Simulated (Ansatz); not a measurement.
Start from `[AlH2][CH2][SiH3]` and change one element to get `BC[SiH3]`.

Ansatz, PBE0-D4/def2-TZVP geometries, multiplicity 1. 

| property | `[AlH2][CH2][SiH3]` |
| --- | --- |
| size of the dipole moment (PBE/def2-TZVPP) / D | 1.06 |
| LUMO energy (PBE/def2-TZVPP) / eV | -2.26 |
| LUMO energy (PBE0/def2-TZVPP) / eV | -1.49 |
| HOMO energy (PBE/def2-TZVPP) / eV | -6.86 |
| size of the dipole moment (ωB97M-V/def2-TZVPP) / D | 1.06 |
| ideal-gas entropy at 298 K and 1 bar (rigid rotor, harmonic PBE0-D4/def2-TZVP) / J/(mol·K) | 330 |

(1) What does the change do to each property? (Estimate.)

## Answers

(1) Computed: 
| property | `BC[SiH3]` | shift |
| --- | --- | --- |
| size of the dipole moment (PBE/def2-TZVPP) / D | 1.02 | -0.04 |
| LUMO energy (PBE/def2-TZVPP) / eV | -2.35 | -0.09 |
| LUMO energy (PBE0/def2-TZVPP) / eV | -1.37 | 0.12 |
| HOMO energy (PBE/def2-TZVPP) / eV | -7.67 | -0.81 |
| size of the dipole moment (ωB97M-V/def2-TZVPP) / D | 0.92 | -0.14 |
| ideal-gas entropy at 298 K and 1 bar (rigid rotor, harmonic PBE0-D4/def2-TZVP) / J/(mol·K) | 303 | -27 |

With PBE0 the HOMO falls by 0.97 eV and the LUMO rises by 0.12 eV, so the gap widens by about 1.09 eV. PBE moves the HOMO by -0.81 eV and ωB97M-V by -1.03 eV. Dipoles are sizes alone; their direction can turn.
